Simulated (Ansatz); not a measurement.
The input, for Ansatz 0.2.0:

```yaml
crystal:
  periodic: [false, false, false]
  atoms:
    - {symbol: B, position_ang: [0.000000, 0.000000, 0.000000]}
    - {symbol: Ga, position_ang: [0.000000, 0.000000, 2.542000]}
basis:
  gaussian: {orbitals: STO-3G}
correlation: {active_space: {window: {electrons: 4, orbitals: 4}}}
magnetization: {spin_polarized: true, initial_magnetization: 2}
```

```sh
$ ansatz run in.yaml --threads 1 --pin off --events-out ev --progress --plain --max-ram 2393MiB
```

Question: One thing in this input was set wrong on purpose, beside settings that are merely unusual. What is the gravest fault, and what does the program do?

Answer: Active space on unrestricted orbitals. How the run ends: refused.
```
Error: invalid value for `correlation.active_space`: it starts from restricted Hartree–Fock orbitals; set hamiltonian.xc: hf without magnetization.spin_polarized
```
